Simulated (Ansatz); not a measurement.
# B2SiH (quartet): wave-function methods side by side, def2-QZVPP

An exercise on one series of results from a longer session: the logs are not shown, and one member is left open.

Computed with Ansatz 0.2.0, Gaussian basis. Level: def2-QZVPP, core rule «outside noble gas», up to 7 orbitals frozen.

The runs, in order: UHF; ROHF; CCSD(T) on UHF.

2 further runs of the same task are left out: 2 set aside as unsound or not needed.

## What is computed

The geometry is a PBE0/def2-TZVP stationary point (not a proven minimum) of the parent state, kept for this charge and spin.

4 atoms, charge 0, spin multiplicity 4.

Atoms are counted from 1 here; the program's logs count them from 0.

Bond lengths: B1–B2 1.556 Å, B1–Si3 1.803 Å, B2–Si3 2.031 Å, B2–H4 1.184 Å. Angles: B2–B1–Si3 74.0°, B1–B2–Si3 58.6°, B1–B2–H4 160.2°, Si3–B2–H4 141.2°, B1–Si3–B2 47.4°.

Set-up of the first run:

in.yaml

```yaml
crystal:
  periodic: [false, false, false]
  atoms:
    - {symbol: B, position_ang: [0.000000, -1.009164, 0.569007]}
    - {symbol: B, position_ang: [0.000000, 0.390881, 1.246852]}
    - {symbol: Si, position_ang: [0.000000, 0.194266, -0.774114]}
    - {symbol: H, position_ang: [0.000000, 1.218527, 2.093499]}
basis:
  gaussian: {orbitals: "def2-QZVPP.json"}
magnetization: {spin_polarized: true, initial_magnetization: 3}
hamiltonian: {xc: hf}
output: {orbitals: {seedname: orbitals}}
```

On the command line:

```
$ ansatz run in.yaml --threads 1 --pin off --events-out ev --progress --plain --max-ram 2393MiB
```

Steps of the session up to this table: UHF; ROHF; CCSD(T) on UHF.

One table of the session follows, with a row left open; its other results are not shown here.

It belongs to the step «Misses and costs». 

```
  method  from UCCSD(T) (kJ/mol)
    ROHF                  +828.3
     UHF                       ?
    UMP2                  +137.1
   UCCSD                   +48.4
UCCSD(T)                       0
```

**Question.** Estimate the row for UHF.

As computed: from UCCSD(T) (kJ/mol): +805.8. In the column «from UCCSD(T) (kJ/mol)» it lies between UMP2 (+137.1) and ROHF (+828.3).

Caveats from the session: Warnings: coupled cluster took another determinant than the lowest.
